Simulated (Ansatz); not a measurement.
# C₂H₂F, SMILES [CH]=CF: a single point in a Gaussian basis

With the Ansatz DFT code, driven from Python.

The script reads `c2h2f.xyz`:
```text
5

C     0.29860   -0.82820    0.17030
C    -0.22200    0.40230   -0.04080
F     0.37500    1.29230   -0.84840
H     0.71960   -1.74910    0.31120
H    -1.12130    0.80910    0.36640
```

Notebook, run cell by cell (the value of a cell's last expression is shown):

**Cell 1**
```python
import warnings

import ansatz as az
```

**Cell 2**
```python
warnings.simplefilter("ignore", az.DeckWarning)
```

**Cell 3**
```python
molecule = az.Crystal.molecule_from_extxyz("c2h2f.xyz")

setup = (
    molecule.calculation()
    .basis(gaussian="def2-SVPD")
    .functional(az.LibraryFunctional("PBE0-DH"))
    .spin("collinear", total=1)
)
data = setup.session().plan(threads=1).execute().report
```

**Cell 4**
```python
for key in ("converged", "free_energy_ev", "reference_energy_ev", "n_frozen", "n_occupied", "n_virtual"):
    print(f"{key:22s} {data[key]}")
```
Output:
```text
converged              True
free_energy_ev         -4810.72153374043
reference_energy_ev    -4808.871228984516
n_frozen               3
n_occupied             [9, 8]
n_virtual              [67, 68]
```

Reading the output:
- Total energies depend on the basis set; only differences at equal settings carry meaning.
- The geometry is a force-field or estimated start, not a minimum of this method, and the basis set is short of its limit.
- The species is open-shell (spin multiplicity 2).
- The expectation value of S² is noticeably off S(S+1) in at least one run, so that state is spin-contaminated.
- For a double hybrid the total adds scaled second-order correlation to the self-consistent reference.
- Finished in 1.2 s on 1 thread of AMD EPYC 9R45 96-Core Processor (Zen 5), with other jobs on the host, peak memory 0.21 GiB.

(Lines on the test bed's own set-up are left out of the output.)
